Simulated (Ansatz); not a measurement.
Changing the shape of CH3N, singlet

Computed with Ansatz's Gaussian-basis code (development build); MRCISD by development code. Basis cc-pVTZ, nonrelativistic, 2 orbitals frozen in the corrections; active space CAS(4,3). Restricted Hartree–Fock, then the lowest state-specific CASSCF solution met for each case. On stretched bonds single-reference methods can fail or change state. Solutions in different active orbitals can move differences by tenths of an eV and at times more than 1 eV.

Case A:

| atom | x (Å) | y (Å) | z (Å) |
| --- | --- | --- | --- |
| C | 0.0000 | 0.0281 | 0.5921 |
| N | 0.0000 | -0.1536 | -0.6758 |
| H | 0.0000 | 1.0006 | 1.0943 |
| H | 0.0000 | -0.8470 | 1.2401 |
| H | 0.0000 | 0.7531 | -1.1566 |

Case B:

| atom | x (Å) | y (Å) | z (Å) |
| --- | --- | --- | --- |
| C | -0.0093 | -0.0019 | 0.5931 |
| N | 0.1411 | -0.0057 | -0.6788 |
| H | -0.0768 | -0.8913 | 1.2274 |
| H | -0.0778 | 0.9578 | 1.1030 |
| H | -0.7771 | -0.0149 | -1.1371 |

Energy less that of case A, in eV:

```tsv
case	RHF/ROHF	CASSCF	SC-NEVPT2	FIC-NEVPT2
B	+2.436	+2.462	+2.352	+2.349
```

What does MRCISD+Q give for these differences?

B: +2.399 eV (55.3 kcal/mol).
